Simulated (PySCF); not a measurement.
# SiO+: a composite coupled-cluster curve

What constants does extrapolated CCSD(T) give for SiO+, and what does each step add?

The runs use PySCF 2.14.0; CCSD(T) on ROHF, no relativity in the base curves; scalar relativity is added as a correction.

### Step 1. Set-up

```yaml
molecule: SiO+
state: doublet, unpaired electrons σ ↑
smaller_basis: Si cc-pV(T+d)Z, O cc-pVTZ
larger_basis: Si cc-pV(Q+d)Z, O cc-pVQZ
frozen_core_orbitals: 6
extrapolation: correlation as n⁻³ (n = 3, 4), Hartree–Fock as (n+1)·exp(−9√n)
corrections: core–valence correlation, scalar relativity
distances_Å: 1.3418, 1.4028, 1.4638, 1.5248, 1.5858, 1.6620, 1.7383
masses_u: 27.9769, 15.9949
dissociation_limit: Si+ + O
```

Started as:

```bash
$ OMP_NUM_THREADS=4 python comp.py task.json out
```

### Step 2. The runs

What does the calculation give? Wanted: for each run, Re; ωe; ωexe; αe; De.

The runs gave:

```
               level  Re (Å)  ωe (cm⁻¹)  ωexe (cm⁻¹)  αe (cm⁻¹)  De (eV)
CCSD(T)/cc-pVTZ(-PP)  1.5303     1136.9         7.10    0.00576    4.578
CCSD(T)/cc-pVQZ(-PP)  1.5266     1144.9         7.01    0.00573    4.724
              HF/CBS  1.5397     1108.9         5.58    0.00520    2.108
             MP2/CBS  1.5344     1079.0         8.66    0.00543    4.538
            CCSD/CBS  1.5201     1161.4         6.42    0.00567    4.475
         CCSD(T)/CBS  1.5250     1148.2         6.94    0.00571    4.807
      CCSD(T)/CBS+CV  1.5212     1151.7         6.90    0.00577    4.819
   CCSD(T)/CBS+CV+SR  1.5212     1149.0         6.85    0.00578    4.802
```

**Reading.** The last step gives Re = 1.5212 Å, ωe = 1149.0 cm⁻¹ and De = 4.802 eV; the smaller basis alone is off from it by +9.1 mÅ and -0.22 eV. Near the minimum the mean field binds by 2.10 eV and correlation adds 2.70 eV of binding. T1 is 0.094, large enough to doubt a single reference. Spin–orbit coupling and excitations beyond (T) are left out.
